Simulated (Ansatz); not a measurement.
# FeGe: experiment and calculation

**The experiment to reproduce.**

From “Structural investigations on \epsilon-FeGe at high pressure and low temperature”, 2007, arxiv:cond-mat/0703031, for a powder of FeGe at 295 K: lattice constant a 4.6995 Å; bulk modulus 130 ± 1 GPa.

How close the calculation comes is told below.

Computed with Ansatz, DFT PBE, scalar-relativistic, plane waves, PAW.

Plane waves to 420 eV, a k mesh through Γ of 8×8×8 on the computed 8-atom cell and Gaussian smearing (0.10 eV); collinear spin from starting moments 1.27 1.27 1.27 1.27 0 0 0 0 μB.

Relaxed structure, symmetry kept:

```cif
data_structure
_symmetry_space_group_name_H-M 'P2_13'
_symmetry_Int_Tables_number 198
_cell_length_a 4.6633
_cell_length_b 4.6633
_cell_length_c 4.6633
_cell_angle_alpha 90.000
_cell_angle_beta 90.000
_cell_angle_gamma 90.000
_cell_volume 101.41
loop_
_atom_site_label
_atom_site_type_symbol
_atom_site_symmetry_multiplicity
_atom_site_Wyckoff_symbol
_atom_site_fract_x
_atom_site_fract_y
_atom_site_fract_z
_atom_site_occupancy
Fe1 Fe 4 a 0.13475 0.13475 0.13475 1
Ge1 Ge 4 a 0.84168 0.84168 0.84168 1
```

```json
{
  "Space group": "P2_13 (No. 198)",
  "Volume per atom": "12.68 Å³",
  "Formation energy from the elements' standard states (uncorrected)": "-0.090 eV/atom",
  "Kohn–Sham band gap": "none (metal)",
  "Density of states at the Fermi level": "5.79 states/eV per cell",
  "Löwdin character within 0.5 eV of the Fermi level": "Fe 3d 89 %",
  "Bulk modulus": "158 GPa",
  "Its pressure derivative": "6.2",
  "Bader charges (e)": "Fe (4 in the cell) 0.05, Ge (4 in the cell) -0.05",
  "Total moment": "4.19 μB per cell",
  "Site moments (μB; atoms counted from 1 over the whole cell)": "Fe (atom 1) 1.15, Fe (atom 2) 1.15, Fe (atom 3) 1.15, Fe (atom 4) 1.15, Ge (atom 5) -0.05, Ge (atom 6) -0.05, Ge (atom 7) -0.05, Ge (atom 8) -0.05"
}
```

Only this magnetic start was tried.

Against the measured lattice constant a of FeGe, 4.6995 Å (295 K; powder; the paper above), the calculated 4.663 Å is off by -0.8 %. 2 values of this kind are on record (4.6995 to 4.701 Å); this one was drawn at random. The calculation is for 0 K without zero-point motion. Against the measured bulk modulus of FeGe, 130 GPa (295 K; powder; the paper above), the calculated 158 GPa is off by +21.4 %.

Cost: 6 runs of about 59 core-minutes in all, on Intel Xeon Processor @ 2.50GHz (Skylake/Cascade Lake) (shared hosts).